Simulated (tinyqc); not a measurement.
Worked calculation: coupled-perturbed Hartree-Fock on RHF in the sto-3g basis, for H2F+, spin multiplicity 1. One step of it, computed by the program tinyqc.

Question. Coupled step 2. U_ai = -(mu_ai + sum_bj [4 (ai|bj) - (ab|ij) - (aj|bi)] U_bj) / (e_a - e_i); alpha = -4 sum U_ai mu_ai.

U after step 1, order a6, a7:
```
[[0.000518, -0.013883, -0.054628, -0.322939, 0.000000],
 [0.000072, -0.004533, 0.316828, -0.026043, 0.000000]]
```

dipole integrals <a|z|i> (bohr), order a6, a7:
```
[[-0.030627, 0.102897, 0.077360, 0.365205, 0.000000],
 [-0.004937, 0.025293, -0.508530, 0.032754, 0.000000]]
```

orbital energies (hartree): [-26.692471, -2.173190, -1.305037, -1.158883, -1.105971, 0.085250, 0.265521]

Two-electron integrals over orbitals (pq|rs), unique and non-zero (hartree):
```
(11|11) 5.360377    (21|11) -0.494419   (21|21) 0.073012    (22|11) 1.196110
(22|21) -0.016939   (22|22) 0.870220    (31|11) -0.014730   (31|21) 0.001686
(31|22) -0.001972   (31|31) 0.017798    (32|11) 0.005167    (32|21) -0.001026
(32|22) -0.006553   (32|31) 0.026474    (32|32) 0.165697    (33|11) 1.017562
(33|21) -0.007872   (33|22) 0.781924    (33|31) 0.000901    (33|32) 0.005011
(33|33) 0.773404    (41|11) 0.161362    (41|21) -0.019191   (41|22) 0.019097
(41|31) -0.000844   (41|32) 0.000082    (41|33) 0.006033    (41|41) 0.030753
(42|11) -0.086101   (42|21) 0.010146    (42|22) 0.027473    (42|31) 0.000137
(42|32) 0.000485    (42|33) -0.003181   (42|41) 0.028291    (42|42) 0.150113
(43|11) -0.010412   (43|21) 0.000614    (43|22) -0.002540   (43|31) -0.005344
(43|32) -0.001276   (43|33) -0.003967   (43|41) 0.000997    (43|42) 0.005236
(43|43) 0.049120    (44|11) 1.185378    (44|21) -0.016416   (44|22) 0.813918
(44|31) -0.000181   (44|32) 0.004085    (44|33) 0.739852    (44|41) -0.013457
(44|42) -0.097462   (44|43) -0.007318   (44|44) 0.937463    (51|51) 0.029670
(52|51) 0.038570    (52|52) 0.177218    (53|51) 0.001112    (53|52) 0.003782
(53|53) 0.040274    (54|51) -0.011925   (54|52) -0.041340   (54|53) -0.001621
(54|54) 0.060155    (55|11) 1.263993    (55|21) -0.013736   (55|22) 0.876837
(55|31) -0.000417   (55|32) 0.002707    (55|33) 0.768262    (55|41) 0.004570
(55|42) -0.047382   (55|43) -0.005785   (55|44) 0.851973    (55|55) 0.997514
(61|11) 0.244220    (61|21) -0.038565   (61|22) 0.002612    (61|31) -0.003218
(61|32) -0.002978   (61|33) 0.002482    (61|41) -0.002239   (61|42) -0.019451
(61|43) -0.000063   (61|44) 0.016838    (61|55) 0.006505    (61|61) 0.026709
(62|11) -0.326128   (62|21) 0.007734    (62|22) -0.159597   (62|31) -0.001699
(62|32) -0.009032   (62|33) -0.103349   (62|41) -0.018421   (62|42) -0.033284
(62|43) 0.004331    (62|44) -0.114435   (62|55) -0.164691   (62|61) 0.003956
(62|62) 0.088159    (63|11) -0.062574   (63|21) 0.001466    (63|22) -0.029435
(63|31) -0.005005   (63|32) 0.021640    (63|33) -0.025298   (63|41) -0.000110
(63|42) 0.009075    (63|43) 0.013841    (63|44) -0.028567   (63|55) -0.033700
(63|61) -0.000215   (63|62) 0.015325    (63|63) 0.061228    (64|11) -0.229217
(64|21) 0.002229    (64|22) -0.115049   (64|31) 0.001448    (64|32) 0.009398
(64|33) -0.072775   (64|41) -0.005782   (64|42) 0.008328    (64|43) 0.000840
(64|44) -0.130085   (64|55) -0.120328   (64|61) 0.001143    (64|62) 0.058357
(64|63) 0.017707    (64|64) 0.059740    (65|51) -0.015625   (65|52) -0.057835
(65|53) -0.004884   (65|54) -0.001750   (65|65) 0.030428    (66|11) 0.753314
(66|21) -0.005655   (66|22) 0.614982    (66|31) 0.002529    (66|32) 0.027775
(66|33) 0.585205    (66|41) 0.018884    (66|42) 0.072707    (66|43) 0.012597
(66|44) 0.557836    (66|55) 0.580088    (66|61) -0.005587   (66|62) -0.066224
(66|63) 0.016205    (66|64) -0.027331   (66|66) 0.578210    (71|11) 0.044560
(71|21) -0.007329   (71|22) -0.000344   (71|31) 0.017888    (71|32) 0.025406
(71|33) 0.001758    (71|41) 0.000500    (71|42) -0.002211   (71|43) -0.005699
(71|44) 0.002431    (71|55) 0.001147    (71|61) 0.001997    (71|62) -0.001936
(71|63) -0.004907   (71|64) 0.001402    (71|66) 0.002488    (71|71) 0.019174
(72|11) -0.062973   (72|21) 0.001330    (72|22) -0.030480   (72|31) 0.016415
(72|32) 0.049941    (72|33) -0.015505   (72|41) -0.002298   (72|42) -0.000912
(72|43) -0.029051   (72|44) -0.024816   (72|55) -0.030975   (72|61) -0.002008
(72|62) 0.007966    (72|63) -0.029390   (72|64) 0.011153    (72|66) -0.015313
(72|71) 0.015841    (72|72) 0.054332    (73|11) 0.409931    (73|21) -0.009065
(73|22) 0.175405    (73|31) -0.000317   (73|32) 0.009279    (73|33) 0.154324
(73|41) -0.001821   (73|42) -0.063484   (73|43) -0.002581   (73|44) 0.197606
(73|55) 0.211988    (73|61) 0.006599    (73|62) -0.074863   (73|63) -0.013905
(73|64) -0.068420   (73|66) 0.027065    (73|71) 0.000939    (73|72) -0.018805
(73|73) 0.153032    (74|11) -0.017706   (74|21) 0.000116    (74|22) -0.006965
(74|31) -0.009550   (74|32) -0.064578   (74|33) -0.007696   (74|41) -0.001521
(74|42) -0.004214   (74|43) 0.015907    (74|44) -0.009327   (74|55) -0.008589
(74|61) 0.001991    (74|62) 0.008675    (74|63) -0.031882   (74|64) -0.002926
(74|66) -0.020685   (74|71) -0.009485   (74|72) -0.010276   (74|73) -0.011042
(74|74) 0.051039    (75|51) -0.002815   (75|52) -0.010452   (75|53) 0.024357
(75|54) 0.001060    (75|65) 0.002169    (75|75) 0.019992    (76|11) -0.004441
(76|21) 0.000383    (76|22) 0.003813    (76|31) -0.010804   (76|32) -0.097515
(76|33) -0.007633   (76|41) 0.002120    (76|42) 0.006468    (76|43) -0.033836
(76|44) -0.008238   (76|55) -0.002293   (76|61) 0.000264    (76|62) -0.003654
(76|63) -0.064323   (76|64) -0.012854   (76|66) -0.041221   (76|71) -0.010654
(76|72) 0.012573    (76|73) -0.015505   (76|74) 0.053376    (76|76) 0.134999
(77|11) 0.839633    (77|21) -0.008141   (77|22) 0.646038    (77|31) -0.004106
(77|32) -0.032825   (77|33) 0.646578    (77|41) 0.004472    (77|42) 0.012814
(77|43) -0.009679   (77|44) 0.618210    (77|55) 0.626735    (77|61) 0.003638
(77|62) -0.054602   (77|63) -0.030584   (77|64) -0.031526   (77|66) 0.549245
(77|71) -0.003110   (77|72) -0.007279   (77|73) 0.064134    (77|74) 0.015756
(77|76) 0.035549    (77|77) 0.619237
```

Give: U after step 2; polarisability.

Answer.

U after step 2, order a6, a7:
```
[[0.000, -0.008, -0.054, -0.336, 0.000],
 [0.000, -0.003, 0.316, -0.027, 0.000]]
```

polarisability = 1.157 bohr^3
